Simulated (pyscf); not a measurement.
H₂Ga–AsH₂ (SMILES [GaH2][AsH2]) + H₂ (SMILES [H][H]) -> AsH₃ (SMILES [AsH3]) + GaH₃ (SMILES [GaH3]) (four-centre exchange; singlet surface; As–Ga, H–H broken, As–H, Ga–H formed). Single points on ωB97X-D3(BJ)/def2-SVP structures (PySCF, gas phase). Energies in eV from the separated reactants.

| level | barrier | reaction energy |
|---|---|---|
| ωB97X-D3(BJ)/def2-TZVP | ___ | +0.61 |
| PBE/def2-TZVP | ___ | ___ |
| r²SCAN/def2-TZVP | 1.06 | +0.51 |
| B3LYP-D3(BJ)/def2-TZVP | 1.24 | +0.46 |
| M06-2X/def2-TZVP | 1.34 | +0.57 |
| ωB97M-D3(BJ)/def2-TZVP | 1.30 | +0.39 |

Fill in the missing entries.


- ωB97X-D3(BJ)/def2-TZVP, barrier: 1.35
- PBE/def2-TZVP, barrier: 1.02
- PBE/def2-TZVP, reaction energy: +0.50

The functionals in the table span 0.33 eV in this barrier, from PBE to ωB97X-D3(BJ)/def2-TZVP. On the product side the descent ends in a complex, 0.24 eV under the separated species and 0.98 eV under the saddle at ωB97X-D3(BJ)/def2-TZVP. At the saddle there is also a short Ga–H contact that neither side keeps. One saddle was located; it need not be the lowest between these sides. Elements up to Kr have no core potential and no relativistic terms here.
